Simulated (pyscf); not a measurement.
One four-centre exchange on the singlet surface with elements of a group swapped. CCSD(T)/def2-TZVPP + ΔMP2(QZVPP), kJ/mol, from the separated reactants. Optimised with ωB97X-D3(BJ)/def2-SVP in PySCF. MP2 and CC: frozen core, UHF for open shells. ΔMP2 is the change of the MP2 total energy from the triple- to the quadruple-zeta basis.

```csv
step,barrier,reaction energy,imaginary mode (i cm⁻¹)
HO–AlH₂ + H₂B–F → H₂B–O–AlH₂ + HF,47.8,0.0,914
HO–AlH₂ + H₂B–Cl → H₂B–O–AlH₂ + HCl,[?],[?],1100
```

Q: Some entries are withheld; supply them.

A: 
- HO–AlH₂ + H₂B–Cl → H₂B–O–AlH₂ + HCl, barrier: 23.5
- HO–AlH₂ + H₂B–Cl → H₂B–O–AlH₂ + HCl, reaction energy: -46.1

Row 1: On the reactant side the descent ends in an adduct with a B–O contact, 46.9 kJ/mol under the separated species and 90.2 kJ/mol under the saddle at ωB97X-D3(BJ)/def2-TZVP. Row 2: On the reactant side the descent ends in an adduct with a B–O contact, 66.1 kJ/mol under the separated species and 84.2 kJ/mol under the saddle at ωB97X-D3(BJ)/def2-TZVP. Each row is the saddle that its search found. The CCSD(T) − MP2 part came from Ansatz, without density fitting, on the same reference.
